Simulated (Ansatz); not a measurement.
What each rung costs, and what it gives

Saddle point of C2H10Si, closed shell (C₂H₈Si (C[SiH2]C) + H₂ → CH₆Si ([CH3][SiH3]) + CH₄; bonds formed: Si1–H7, C2–H6; bonds broken: Si1–C2, H6–H7), PBE0-D4/def2-TZVP structure:

```
13
angstrom
Si -0.5483 0.2806 0.3204
C 0.6341 -1.5381 0.5562
H -1.6002 -0.7056 -0.1612
H -1.1274 0.7617 1.6019
C -0.3812 1.3973 -1.1687
H 0.9442 -0.2352 0.7775
H 0.9652 0.8961 0.8811
H -0.0659 -2.0608 1.2069
H 0.5472 -1.8895 -0.4718
H 1.6567 -1.7298 0.9086
H 0.3531 0.9708 -1.8590
H -0.0411 2.3969 -0.8946
H -1.3366 1.4558 -1.6973
```

Barriers are electronic and count from the start structure reached by relaxing down the imaginary mode.

Ansatz 0.2.0; basis: as named in each row; cores frozen in the correlated methods. B3LYP uses VWN-RPA correlation. Extrapolation: Hartree–Fock as exp(−7.88 √X), correlation as X^−2.97.

Times are rough, for one single point on 4 threads of a shared host (Arm Neoverse V2).

The estimate by CCSD(T) at an estimated basis limit (MP2 extrapolated from triple and quadruple zeta, plus CCSD(T) − MP2 in triple zeta) is 3.158 eV.

| method | basis | time (s) | barrier (eV) | method less estimate |
| --- | --- | --- | --- | --- |
| HF | STO-3G | under 1 | 6.861 | 3.703 |
| PBE-D4 | STO-3G | under 1 | 5.023 | 1.865 |
| SPW92 | def2-SVP | under 1 | 2.424 | -0.734 |
| B3LYP-D4 | 6-31G | under 1 | 3.822 | 0.665 |
| PBE-D4 | def2-SVP | under 1 | 2.759 | -0.399 |
| PBE0-D4 | def2-SVP | under 1 | 2.935 | -0.222 |
| SPW92 | def2-TZVPP | under 1 | 2.397 | -0.761 |
| PBE-D4 | def2-TZVPP | 1 | 2.747 | -0.411 |
| BLYP-D4 | def2-TZVPP | 1 | 2.990 | -0.168 |
| BHLYP-D4 | def2-TZVPP | 2 | 3.281 | 0.123 |
| B3LYP-D4 | def2-TZVPP | 2 | 3.092 | -0.065 |
| PBE0-D4 | def2-TZVPP | 2 | 2.903 | -0.254 |
| CAM-B3LYP-D4 | def2-TZVPP | 2 | 3.151 | -0.006 |
| CCSD(T) | def2-SVP | 2 | 3.308 | 0.150 |
| r2SCAN-D4 | def2-TZVPP | 2 | 2.893 | -0.265 |
| wB97M-V | def2-SVP | 2 | 3.091 | -0.067 |
| r2SCAN0-D4 | def2-TZVPP | 3 | 2.999 | -0.158 |
| PBE-QIDH | def2-TZVPP | 3 | 3.072 | -0.085 |
| B2PLYP | def2-TZVPP | 3 | 3.168 | 0.011 |
| RPA on PBE | def2-TZVPP | 3 | 3.174 | 0.017 |
| wB97X-V | def2-TZVPP | 5 | 3.147 | -0.011 |
| B97M-V | def2-TZVPP | 6 | 2.909 | -0.249 |
| wB97M-V | def2-TZVPP | 6 | 3.103 | -0.054 |
| MP2 | def2-QZVPP | 16 | 3.163 | 0.006 |
| CCSD(T) | def2-TZVPP | 61 | 3.180 | 0.023 |

All methods are single points on the PBE0-D4 structures.

T1 diagnostic: at most 0.011.

Labels in which every atom is bracketed show which atoms are joined, not bond orders.
